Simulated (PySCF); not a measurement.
Compound: C6H8.
Numbering: `[CH2:1]1[C@H:2]2[CH2:3][C@H:4]3[C@@H:5]1[C@@H:6]23` (hydrogens: H7, H8 on C1; H9 on C2; H10, H11 on C3; H12 on C4; H13 on C5; H14 on C6)

The same species was optimised twice, with GFN2-xTB and with PBE0-D3(BJ)/def2-SVP (PySCF), and the same property calculations (PySCF, gas phase) were run on both structures.

| coordinate | GFN2-xTB | PBE0-D3(BJ)/def2-SVP | change |
| --- | --- | --- | --- |
| C2–C6 (Å) | 1.554 | 1.573 | +0.019 |
| C4–C5 (Å) | 1.519 | 1.528 | +0.009 |
| C2–C3 (Å) | 1.535 | 1.543 | +0.008 |
| C1–C2 (Å) | 1.535 | 1.543 | +0.008 |
| C5–C6 (Å) | 1.500 | 1.502 | +0.002 |
| C4–C6 (Å) | 1.500 | 1.502 | +0.002 |
| C3–C4 (Å) | 1.516 | 1.518 | +0.002 |
| C1–C5 (Å) | 1.516 | 1.518 | +0.002 |
| C1–C2–C3 (°) | 102.9 | 104.3 | +1.4 |
| C1–C2–C6 (°) | 89.0 | 88.3 | -0.7 |
| C3–C2–C6 (°) | 89.0 | 88.3 | -0.7 |
| C1–C5–C4 (°) | 106.9 | 107.4 | +0.5 |
| C3–C4–C5 (°) | 106.9 | 107.4 | +0.5 |
| C4–C6–C5 (°) | 60.8 | 61.1 | +0.3 |
| C2–C1–C5 (°) | 85.7 | 85.9 | +0.2 |
| C2–C3–C4 (°) | 85.7 | 85.9 | +0.2 |

Rotational constants: A = 6066, B = 5370, C = 4286 MHz (GFN2-xTB) against A = 6030, B = 5300, C = 4209 MHz (PBE0-D3(BJ)/def2-SVP). Point groups within 0.08 Å: Cs and Cs.

On the GFN2-xTB structure: lowest singlet, TDDFT (eV) 7.46 [wB97X-D/def2-SVPD]; lowest triplet, Tamm–Dancoff (eV) 7.40 [wB97X-D/def2-SVPD]; isotropic polarisability (au) 60.2 [wB97X-D/def2-SVPD]; HOMO (eV) -8.99 [wB97X-D/def2-SVPD]; LUMO (eV) 2.58 [wB97X-D/def2-SVPD]; dipole (D) 0.23 [wB97X-D/def2-SVPD]; HOMO (eV) -7.12 [PBE0/pcSseg-1]; LUMO (eV) 1.77 [PBE0/pcSseg-1]; dipole (D) 0.25 [PBE0/pcSseg-1]; GIAO shielding of C1/C3 (mean) (ppm) 148.9 [PBE0/pcSseg-1]; GIAO shielding of C2 (ppm) 147.9 [PBE0/pcSseg-1]; GIAO shielding of C4/C5 (mean) (ppm) 167.7 [PBE0/pcSseg-1]; GIAO shielding of C6 (ppm) 152.4 [PBE0/pcSseg-1].

Problem. What do these properties become on the PBE0-D3(BJ)/def2-SVP structure?

Solution. 
```tsv
property	level	on GFN2-xTB	on PBE0-D3(BJ)/def2-SVP	change
lowest singlet, TDDFT (eV)	wB97X-D/def2-SVPD	7.46	7.47	+0.01
lowest triplet, Tamm–Dancoff (eV)	wB97X-D/def2-SVPD	7.40	7.40	0.00
isotropic polarisability (au)	wB97X-D/def2-SVPD	60.2	61.5	+1.3
HOMO (eV)	wB97X-D/def2-SVPD	-8.99	-9.03	-0.04
LUMO (eV)	wB97X-D/def2-SVPD	2.58	2.56	-0.02
dipole (D)	wB97X-D/def2-SVPD	0.23	0.26	+0.03
energy, GFN2-xTB geometry as zero (kcal/mol)	wB97X-D/def2-SVPD	0.0	-1.0	-1.0
HOMO (eV)	PBE0/pcSseg-1	-7.12	-7.17	-0.05
LUMO (eV)	PBE0/pcSseg-1	1.77	1.71	-0.06
dipole (D)	PBE0/pcSseg-1	0.25	0.28	+0.03
energy, GFN2-xTB geometry as zero (kcal/mol)	PBE0/pcSseg-1	0.0	-0.6	-0.6
GIAO shielding of C1/C3 (mean) (ppm)	PBE0/pcSseg-1	148.9	147.0	-1.9
GIAO shielding of C2 (ppm)	PBE0/pcSseg-1	147.9	143.4	-4.5
GIAO shielding of C4/C5 (mean) (ppm)	PBE0/pcSseg-1	167.7	165.3	-2.4
GIAO shielding of C6 (ppm)	PBE0/pcSseg-1	152.4	147.7	-4.7
```

The heavy atoms differ by 0.013 Å rms after alignment. Among bonds between heavy atoms C2–C6 changes most (+0.019 Å). Changes are differences of the printed values. Neither structure is proved a minimum here.

The pairwise dispersion term of wB97X-D wasn't added to the energies; at a given geometry it leaves orbitals and properties as they are.
